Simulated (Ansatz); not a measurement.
# C2H7B: the cost of one run

Method: RKS PBE-D4/def2-SVP, in Ansatz 0.2.0.

## (1) The system as given

Bond lengths: B1–C2 1.600 Å, C2–H3 1.110 Å, C2–H4 1.110 Å, C2–H5 1.110 Å, B1–C6 1.600 Å, C6–H7 1.110 Å, C6–H8 1.110 Å, C6–H9 1.110 Å, B1–H10 1.190 Å. Angles (14 of 15 angles, heavy atoms first): C2–B1–C6 120.0°, B1–C2–H3 109.5°, B1–C2–H4 109.5°, B1–C2–H5 109.5°, C2–B1–H10 120.0°, C6–B1–H10 120.0°, B1–C6–H7 109.5°, B1–C6–H8 109.5°, B1–C6–H9 109.5°, H3–C2–H4 109.4°, H3–C2–H5 109.4°, H4–C2–H5 109.4°, H7–C6–H8 109.4°, H7–C6–H9 109.4°.

Structure file:

```xyz
10

B     0.0000    0.0000    0.0000
C     0.0000    0.0000    1.6000
H    -0.9996   -0.3092    1.9705
H     0.7676   -0.7111    1.9705
H     0.2320    1.0203    1.9705
C     1.3856    0.0000   -0.8000
H     1.7152   -1.0462   -0.9702
H     1.2491    0.5080   -1.7774
H     2.1552    0.5381   -0.2082
H    -1.0305    0.0000   -0.5950
```

## (2) Relaxing the start

input.yaml

```yaml
crystal:
  periodic: [false, false, false]
  atoms:
    - { symbol: B, position_ang: [0.0, 0.0, 0.0] }
    - { symbol: C, position_ang: [0.0, 0.0, 1.6] }
    - { symbol: H, position_ang: [-0.9996, -0.3092, 1.9705] }
    - { symbol: H, position_ang: [0.7676, -0.7111, 1.9705] }
    - { symbol: H, position_ang: [0.232, 1.0203, 1.9705] }
    - { symbol: C, position_ang: [1.3856, 0.0, -0.8] }
    - { symbol: H, position_ang: [1.7152, -1.0462, -0.9702] }
    - { symbol: H, position_ang: [1.2491, 0.508, -1.7774] }
    - { symbol: H, position_ang: [2.1552, 0.5381, -0.2082] }
    - { symbol: H, position_ang: [-1.0305, 0.0, -0.595] }
basis:
  gaussian: { orbitals: def2-SVP }
hamiltonian:
  xc: pbe
  dispersion: d4
relax:
  f_tol: 0.02
  max_steps: 40
```

Run with:

```sh
> ansatz run input.yaml --threads 1 --pin off --max-ram 2048MiB --backend cpu --events-out ev --progress --plain --runs-dir out
```

**Question.** How long does this run take on 1 thread of Arm Neoverse V1, shared host, and how much memory does it need?

About 19 s, with a peak of 0.13 GiB.
